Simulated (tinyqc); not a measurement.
Pariser-Parr-Pople SCF with singles CI, for the molecule c1ccoc1 (SMILES; centres numbered as the heavy atoms are written), step by step. Computed by tinyqc, a small Python program that keeps every step. Settings: charge = 0, gamma = Ohno, start = core, damping = 0, iteration cap = 83, excitations kept = 4. Command: `OMP_NUM_THREADS=1 python tinyqc.py 25217 25218 out.jsonl` (the two numbers bound the seeds that draw the settings). One thread of a shared host (Intel(R) Xeon(R) Processor @ 2.60GHz), about 0.01 s of CPU time with the checks. Later iterations appear only in the table of the cycle.

## PPP integrals

Centres (angstrom, eV; a flat drawing with bonds scaled to 1.40 angstrom):
```
centre          x          y  core charge z          W   gamma_rr
1C       1.191000   0.000000              1  11.160000  11.130000
2C       0.368000   1.133000              1  11.160000  11.130000
3C      -0.963000   0.700000              1  11.160000  11.130000
4O      -0.963000  -0.700000              2  33.000000  21.500000
5C       0.368000  -1.133000              1  11.160000  11.130000
```

Resonance integrals (eV):
```
i  j       beta
1  2  -2.390000
2  3  -2.390000
3  4  -2.240000
4  5  -2.240000
5  1  -2.390000
```

Ohno: gamma = 14.399645/sqrt(R^2 + a^2), a = 2 x 14.399645/(gamma_rr + gamma_ss); H_rr = -W_r - sum_(s != r) z_s gamma_rs; H_rs = beta for bonds.

repulsion gamma_rs (eV), lower triangle:
```
           1C         2C         3C         4O         5C
1C  11.130000
2C   7.552804  11.130000
3C   5.520570   7.554850  11.130000
4O   5.923873   5.923004   8.700754  21.500000
5C   7.552804   5.518526   5.519866   8.702264  11.130000
```

core matrix H (eV), lower triangle:
```
            1C          2C          3C          4O          5C
1C  -43.633924
2C   -2.390000  -43.632188
3C    0.000000   -2.390000  -47.156794
4O    0.000000    0.000000   -2.240000  -62.249896
5C   -2.390000    0.000000    0.000000   -2.240000  -47.155724
```

## Starting guess

pi electrons, sum of z_r less the charge = 6

Orbitals of the core matrix H.

P at the start, lower triangle:
```
           1C         2C         3C        4O        5C
1C   0.557729
2C   0.335246   0.557389
3C   0.175492   0.804089   1.455578
4O  -0.119659  -0.119643   0.105851  1.974139
5C   0.804295   0.175589  -0.322316  0.105902  1.455165
```

## Iteration 1: Fock matrix

F_rr = H_rr + P_rr gamma_rr / 2 + sum_(s != r) P_ss gamma_rs; F_rs = H_rs - P_rs gamma_rs / 2; E = tr P (H + F) / 2 + core repulsion sum_(r<s) z_r z_s gamma_rs.

F (eV), lower triangle:
```
           1C         2C         3C         4O         5C
1C  -5.599567
2C  -3.656023  -5.598029
3C  -0.484409  -5.427387  -6.557715
4O   0.354422   0.354323  -2.700491  -9.094710
5C  -5.427342  -0.484496   0.889570  -2.700794  -6.555272
```

pi energy = -94.512585 eV

## Iteration 1: orbitals and new P

Diagonalise F (the basis is taken as orthonormal) and form P = 2 sum c c over the lowest orbitals.

orbital energies (eV): -14.423810  -10.351620  -9.592110  -0.000536  0.962782

P after iteration 1, lower triangle:
```
           1C         2C         3C        4O        5C
1C   0.989903
2C   0.476149   0.989601
3C  -0.034447   0.839328   1.136838
4O  -0.259841  -0.259849   0.391542  1.747166
5C   0.839331  -0.034370  -0.349731  0.391662  1.136493
```

## Iteration 2: Fock matrix

As before.

F (eV), lower triangle:
```
           1C         2C         3C          4O         5C
1C  -5.441165
2C  -4.188128  -5.439644
3C   0.095083  -5.560498  -6.414231
4O   0.769631   0.769544  -3.943357  -11.960989
5C  -5.559652   0.094836   0.965235   -3.944175  -6.413972
```

pi energy = -98.637106 eV

## Iteration 2: orbitals and new P

As before.

orbital energies (eV): -15.908433  -11.679103  -10.747341  0.549147  2.115728

P after iteration 2, lower triangle:
```
           1C         2C         3C        4O        5C
1C   1.043643
2C   0.519879   1.043456
3C  -0.069758   0.809541   1.111447
4O  -0.260103  -0.260036   0.440642  1.690149
5C   0.809507  -0.069728  -0.364954  0.440746  1.111305
```

## Iteration 3: Fock matrix

As before.

F (eV), lower triangle:
```
           1C         2C         3C          4O         5C
1C  -5.403515
2C  -4.353273  -5.402584
3C   0.192551  -5.447980  -6.487108
4O   0.770408   0.770096  -4.156961  -12.376696
5C  -5.447023   0.192398   1.007248   -4.157743  -6.487381
```

pi energy = -98.764132 eV

## Iteration 3: orbitals and new P

As before.

orbital energies (eV): -16.330019  -11.757638  -10.767742  0.474642  2.223474

P after iteration 3, lower triangle:
```
           1C         2C         3C        4O        5C
1C   1.047902
2C   0.543925   1.047783
3C  -0.074449   0.793851   1.114208
4O  -0.257233  -0.257141   0.453176  1.675944
5C   0.793813  -0.074438  -0.381897  0.453256  1.114163
```

## Convergence

Stop when output and input P, before any damping, agree to 1e-7.

Course of the cycle:
```
iteration        E (eV)  largest |P(out) - P(in)|
1          -94.51258526                  4.32e-01
2          -98.63710578                  5.70e-02
3          -98.76413241                  2.40e-02
4          -98.78176492                  1.32e-02
5          -98.78691735                  7.25e-03
6          -98.78850106                  4.00e-03
7          -98.78899027                  2.22e-03
8          -98.78914162                  1.23e-03
9          -98.78918848                  6.83e-04
10         -98.78920299                  3.80e-04
11         -98.78920748                  2.11e-04
...                 ...                       ...
15         -98.78920948                  2.03e-05
16         -98.78920949                  1.13e-05
17         -98.78920950                  6.28e-06
18         -98.78920950                  3.49e-06
19         -98.78920950                  1.94e-06
20         -98.78920950                  1.08e-06
21         -98.78920950                  6.02e-07
22         -98.78920950                  3.35e-07
23         -98.78920950                  1.87e-07
24         -98.78920950                  1.04e-07
25         -98.78920950                  5.78e-08
```

Converged in 25 iterations.

## Converged orbitals

Charges are z - P_rr.

orbital energies (eV): -16.469873  -11.797727  -10.758577  0.424581  2.240728

coefficients:
```
         MO1        MO2        MO3        MO4        MO5
1C  0.224298   0.595296   0.343896  -0.308682  -0.617871
2C  0.224324   0.595490  -0.343512  -0.308381   0.618038
3C  0.399010   0.143174  -0.617909   0.565906  -0.343847
4O  0.762183  -0.500139  -0.000178  -0.411021   0.000063
5C  0.399046   0.142747   0.618000   0.566064   0.343561
```

pi charges: 1C -0.045902, 2C -0.045861, 3C -0.123038, 4O 0.337877, 5C -0.123076

## Singles CI, singlets

Over the 4 single excitations with the smallest orbital gaps: A = (e_a - e_i) delta + 2 (ia|jb) - (ij|ab), with (pq|rs) = sum c_mp c_mq gamma_mn c_nr c_ns. f = 2/3 w |mu|^2 in atomic units, mu = sqrt2 sum c_ia sum_m c_mi c_ma R_m.

singlet CI matrix (eV), lower triangle:
```
           3>4        2>4       3>5       2>5
3>4   5.692866
2>4   0.000748   6.957450
3>5   0.000647   0.904009  7.291388
2>5  -0.848038  -0.000039  0.000039  7.651960
```

singlet excitation energies (eV): 5.376774  6.205120  7.968051  8.043720

oscillator strengths: 0.200960  0.022572  0.507528  1.030981

## Singles CI, triplets

Over the 4 single excitations with the smallest orbital gaps: A = (e_a - e_i) delta - (ij|ab), with (pq|rs) = sum c_mp c_mq gamma_mn c_nr c_ns.

triplet CI matrix (eV), lower triangle:
```
           3>4        2>4       3>5       2>5
3>4   3.390471
2>4  -0.000378   4.368667
3>5  -0.000260  -0.702455  5.633846
2>5  -0.702455   0.000506  0.000261  5.955024
```

triplet excitation energies (eV): 3.210668  4.055945  5.946567  6.134827
